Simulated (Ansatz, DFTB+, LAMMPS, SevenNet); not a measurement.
Lattice parameter a of fcc Au: levels of theory against measurement

Reference value: 4.062 Å (measured, static lattice: zero-point anharmonic expansion removed; as tabulated in Mejia-Rodriguez and Trickey (2018), arXiv:1807.09216).

| level (code) | value (Å) | error (%) |
|---|---|---|
| Lennard-Jones uff-vdw (LAMMPS) | 4.526 | +11.4 |
| GFN1-xTB as cut by DFTB+ | 4.246 | +4.53 |
| SevenNet-0 | 4.171 | +2.68 |
| LDA (Ansatz) | 4.047 | -0.37 |
| PBE (Ansatz) | 4.158 | +2.36 |
| PBE-D3(BJ) (Ansatz) | 4.103 | +1.01 |
| r²SCAN-D4 (Ansatz) | 4.109 | +1.16 |
| r²SCAN0 (Ansatz) | 4.114 | +1.28 |
| Hartree–Fock (Ansatz) | 4.332 | +6.65 |

Leaving aside Lennard-Jones uff-vdw (doubt noted below): Closest of the ranked levels: LDA (-0.37 %). Among them Hartree–Fock (+6.65 %) misses by most. Of the ranked levels only LDA lands within 0.5 %.

Density-functional levels without +SOC have no spin–orbit coupling. Lennard-Jones uff-vdw: the cell moved over 20 % in volume from its start. Lennard-Jones uff-vdw: this is a force field's van der Waals term alone, without bonds or charges. GFN1-xTB as cut by DFTB+: the method was fitted mainly to molecules. GFN1-xTB as cut by DFTB+: codes differ in how they cut the long-range tail of xTB's charge interaction in a crystal, so the value belongs to this code. Hartree–Fock: the cell is over a tenth larger than the published one: the level's own overestimate first of all, though another phase or state, or a fault of the published cell, is possible. Cutoffs and k meshes differ between the levels. Ansatz's density-functional and Hartree–Fock values are scalar-relativistic unless marked +SOC, with PAW data made under PBE.

Machine-learned potentials (SevenNet-0) are trained on DFT data: a solid inside that data is no test of them.

Differences are worked out from the printed values.

Ansatz is a first-principles code.
